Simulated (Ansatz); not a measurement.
System: 2H WS2. Method: PBE-D3(BJ) (plane waves, PAW; Ansatz, a program for electronic structure).

Run with plane-wave cutoff 520 eV, 12×12×4 k mesh (along the axes of the cell as run), Fermi–Dirac smearing 0.01 eV, no spin polarisation, scalar-relativistic PAW data made under PBE.

Properties against volume:

Shape and atoms are relaxed at each volume.

```
V (Å³/atom)  P (GPa)  direct gap at Γ (eV)  smallest gap on the k mesh (eV)   c (Å)
-----------  -------  --------------------  -------------------------------  ------
16.733          2.56                 2.150                            0.725  11.810
17.082          1.14                 2.209                            0.808  11.969
17.430          0.01                 2.249                            0.889  12.140
17.779         -0.88                 2.282                            0.969  12.320
18.127         -1.52                 2.321                            1.049  12.512
```

The fundamental gap (0.89 eV at the equilibrium volume, with added k points) lies elsewhere than Γ–Γ.

Note: the bulk modulus comes from volumes at which shape and atoms were relaxed.

Spin–orbit coupling is not included.
